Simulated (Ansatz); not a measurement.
# TO phonon frequency at X of zinc-blende AlAs at several levels of theory

No measured value is used here.

```json
[
 {"level (code)": "LDA (Ansatz)", "value (cm⁻¹)": "332", "cell (Å³/atom)": "22.29"},
 {"level (code)": "PBE (Ansatz)", "value (cm⁻¹)": "___", "cell (Å³/atom)": "23.50"},
 {"level (code)": "PBE-D3(BJ) (Ansatz)", "value (cm⁻¹)": "333", "cell (Å³/atom)": "22.72"}
]
```

Some entries are withheld; supply them.


- PBE (Ansatz, an electronic-structure program), value (cm⁻¹): 315

PBE-D3(BJ): the dispersion coefficients are held fixed in the derivatives. Each level is taken at its own relaxed cell. Ansatz's density-functional and Hartree–Fock values are scalar-relativistic unless marked +SOC, with PAW data made under PBE.
